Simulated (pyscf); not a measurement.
H₂N–GaH₂ + H• -> •HN–GaH₂ + H₂, a hydrogen abstraction (doublet surface; H–N broken, H–H formed). Single points on ωB97X-D3(BJ)/def2-SVP structures (PySCF, gas phase). Energies in eV from the separated reactants.

AM1 to PM7: differences of heats of formation from MOPAC, which are fitted to 298 K values and so differ in kind from electronic energies by zero-point and thermal terms. Open shells are spin-unrestricted. 

Problem. In single points PM7 puts the saddle at -0.56 eV and the reaction energy at -1.59 eV. Should these be trusted to within a few kcal/mol? Compare with ωB97M-D3(BJ)/def2-TZVP.

Solution. ωB97M-D3(BJ)/def2-TZVP gives ΔE‡ = 0.80 eV and ΔE = +0.51 eV. PM7 lies 1.36 eV under it in the barrier and 2.10 eV under it in the reaction energy, so on this step it does not hold to within 0.13 eV. At PM7 this geometry lies under one side, so its ΔE‡ may be no barrier of that level. ωB97M-D3(BJ)/def2-TZVP has limits of its own. •HN–GaH₂ lies 1.48 eV over its isomer [H₂N–GaH]• (electronic energy, ωB97M-D3(BJ)/def2-TZVP). One saddle was located; it need not be the lowest between these sides. The angle at the transferred H is 158°. In the def2 sets elements up to Kr have no core potential.
